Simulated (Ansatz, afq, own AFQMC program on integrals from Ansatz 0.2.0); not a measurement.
## Where AFQMC and coupled cluster stand for CO, triplet

| atom | x (Å) | y (Å) | z (Å) |
| --- | --- | --- | --- |
| O | 0.0000 | 0.0000 | 0.0000 |
| C | 0.0000 | 0.0000 | 2.1730 |

Basis 6-31G. Only valence electrons are correlated. Integrals, coupled cluster, full CI and functionals: Ansatz 0.2.0; the random walks run on the same integrals in our own AFQMC program. The CISD trial takes its coefficients from CCSD amplitudes. Released means that phaseless walkers are propagated on without the constraint, phases kept. Error bars are statistical, one sigma.

Determinant: ROHF, the one that the program's search chose, which needn't be the lowest solution. The geometry is a point of a scan.

Full CI on the same integrals is exact in this basis and with this determinant's frozen core.

Cautions: lower spins were not checked; a spin-contaminated unrestricted determinant lies lower (UHF 1.54 eV lower, ⟨S²⟩ 2.80); strong correlation (T1 0.051, weight of the determinant 0.78, largest double 0.29); (T) is large, 6 % of the CCSD correlation; (Q) is large, 162 meV, so the cluster series hasn't closed; CCSD(T) is in doubt: in a space of 10 electrons in 9 natural orbitals full CI lies 181 meV below it; the CCSDT(Q) amplitudes may be one of several solutions (largest double 0.40); the CCSDTQ amplitudes may be one of several solutions (largest double 0.76); the determinant fills πx and πy unequally, so it mixes two states of the linear molecule, and each level undoes that mixture to a different degree, while full CI gives the lower state.

The T1 diagnostic is 0.0507 and the weight of the determinant in the CISD state is 0.784. The size of the correlated space is 10 electrons in 16 orbitals.

```tsv
level	correlation energy (eV)
MP2	-4.3224
CCSD	-5.2723
CCSD(T)	-5.5928
```

**Question.** Estimate where phaseless AFQMC with the Hartree–Fock trial lies against CCSD(T) on the same integrals.

**Answer.** 38.5 ± 4.3 kJ/mol above CCSD(T).

Reference: full CI, correlation energy -5.973 eV. The cautions show a poor starting determinant, so the rows tell how each method copes with it here, and full CI is the sure value.

```csv
level,E − E(reference) (kJ/mol),share of correlation (%)
CCSD(T),36.6,93.64
CCSDT,19.5,96.61
CCSDT(Q),3.8,99.33
CCSDTQ,1.4,99.76
ph-AFQMC/HF,75.2 ± 4.3,86.96
ph-AFQMC/CISD,35.0 ± 0.3,93.93
```

CCSDT and higher add their correlation energy to the determinant of the CCSD(T) run, since their own runs factorise the integrals more tightly (a shift of under 2 meV).
